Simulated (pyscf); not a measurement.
# Four-centre exchange: `[OH][Pb][OH]` [singlet] + `[NH3]` → `[NH2][Pb][OH]` [singlet] + `[OH2]`

Gas phase, singlet surface, charge 0. Bonds broken: Pb1–O2, N6–H7. Bonds formed: Pb1–N6, O2–H7. Optimised with ωB97X-D3(BJ)/def2-SVP in PySCF.

Transition state (Å):

```xyz
9

Pb     0.4452    -0.2094     0.8854
O     -1.4866     1.1397     0.8201
O     -0.5569    -1.7978    -0.0751
H     -2.3139     0.6587     0.6886
H     -1.0985    -1.5364    -0.8295
N      0.1432     1.1720    -0.9719
H     -0.9451     1.3516    -0.2030
H      0.0279     0.7043    -1.8717
H      0.7441     1.9826    -1.1227
```

One imaginary mode, 941i cm⁻¹; descent along it reached the two sides named, in the forms told below.

```
bond    change  reactant side (Å)  saddle  product side
------  ------  -----------------  ------  ------------
Pb1–O2  breaks              2.151   2.357         2.483
N6–H7   breaks              1.026   1.345         2.007
Pb1–N6   forms              2.493   2.334         2.208
O2–H7    forms              2.201   1.177         0.987
```

Electronic energies relative to the separated reactants (eV):

```csv
level,barrier,reaction energy,reverse barrier
ωB97X-D3(BJ)/def2-TZVP,-0.15,+0.37,-0.52
PBE/def2-TZVP,-0.15,+0.41,-0.57
r²SCAN/def2-TZVP,-0.19,+0.41,-0.60
B3LYP-D3(BJ)/def2-TZVP,-0.11,+0.39,-0.50
PBE0-D3(BJ)/def2-TZVP,-0.19,+0.36,-0.55
M06-2X/def2-TZVP,-0.17,+0.36,-0.54
ωB97M-D3(BJ)/def2-TZVP,-0.06,+0.38,-0.45
HF/def2-TZVP,0.46,+0.37,0.09
```

With ωB97M-D3(BJ)/def2-TZVP energies and thermal terms (ideal gas, 1 atm, RRHO with modes under 100 cm⁻¹ raised to 100, one conformer, R ln 2 for chiral ones without a mode under 150 cm⁻¹), in eV:

```
T (K)    ΔH‡   ΔG‡     ΔH     ΔG
-----  -----  ----  -----  -----
298    -0.13  0.32  +0.36  +0.33
600    -0.12  0.78  +0.38  +0.30
900    -0.08  1.23  +0.39  +0.26
1200   -0.05  1.66  +0.39  +0.21
```

On the reactant side the descent ends in an adduct with a N–Pb contact, 0.82 eV under the separated species and 0.67 eV under the saddle at ωB97X-D3(BJ)/def2-TZVP. On the product side the descent ends in an adduct with a O–Pb contact, 0.64 eV under the separated species and 0.12 eV under the saddle at ωB97X-D3(BJ)/def2-TZVP. At ωB97X-D3(BJ)/def2-TZVP, PBE, r²SCAN, B3LYP-D3(BJ), PBE0-D3(BJ), M06-2X, ωB97M-D3(BJ) the saddle lies under the separated reactants, which points to a path from their complex (located at ωB97X-D3(BJ) alone). At ωB97X-D3(BJ)/def2-TZVP, PBE, r²SCAN, B3LYP-D3(BJ), PBE0-D3(BJ), M06-2X, ωB97M-D3(BJ) the saddle lies under the separated products, which points to a path from their complex (located at ωB97X-D3(BJ) alone), and parting the products costs more than the saddle. What is counted as formed (N–Pb) is already present as a longer contact in the reactant adduct; forming that adduct is a step of its own. What is counted as broken (O–Pb) persists as a longer contact in the product adduct; parting that adduct is a step of its own. This is the saddle that the search found; another between the same sides may lie lower. Elements past Kr carry the def2 core potentials, without spin-orbit coupling.
